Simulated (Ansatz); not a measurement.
Potential energy surface of H₂Si, singlet: symmetric bend, bond length relaxed. Scanned: H-Si-H angle. Other coordinates (Si-H bond length) were minimised at B3LYP/def2-TZVP.

The free coordinates were minimised at B3LYP/def2-TZVP in PySCF; the energy column is full CI/cc-pVDZ, frozen core in Ansatz (a quantum-chemistry and plane-wave program), in kJ/mol.

```
a / °   Si-H bond length / Å      E
------  --------------------  -----
180                    1.454  278.2
171.07                 1.461  268.8
158.21                 1.496  220.4
152.31                 1.510  190.1
141.67                 1.521  135.4
129.94                 1.522   82.2
119.23                 1.521   43.6
109.47                 1.521   18.3
97.60                  1.521    1.8
92.09                  1.523    0.0
78.18                  1.531   13.2
69.96                  1.538   33.0
60                     1.551   68.3
```
